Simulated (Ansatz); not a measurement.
Results of r²SCAN+rVV10 (PAW; Ansatz, a quantum-chemistry and plane-wave program) for rock-salt HfC.

Numerical settings: plane-wave cutoff 600 eV, 16×16×16 k mesh, Fermi–Dirac smearing 0.1 eV, finite displacements, scalar-relativistic PAW data made under PBE.

Cell (relaxed at this level):

```cif
data_C4Hf4
_chemical_formula_sum 'Hf4 C4'
_space_group_name_H-M_alt 'Fm-3m'
_space_group_IT_number 225
_space_group_name_Hall '-F 4 2 3'
_cell_length_a 4.63048
_cell_length_b 4.63048
_cell_length_c 4.63048
_cell_angle_alpha 90.000
_cell_angle_beta 90.000
_cell_angle_gamma 90.000
loop_
_atom_site_label
_atom_site_type_symbol
_atom_site_symmetry_multiplicity
_atom_site_Wyckoff_symbol
_atom_site_fract_x
_atom_site_fract_y
_atom_site_fract_z
_atom_site_occupancy
Hf1 Hf 4 a 0.00000 0.00000 0.00000 1
C1 C 4 b 0.50000 0.50000 0.50000 1
```
(The calculation used a cell of 2 atoms; values per cell refer to that cell.)

Give the computed TO(Γ) frequency.


TO(Γ) frequency: 431 cm⁻¹

Spin–orbit coupling is not included.
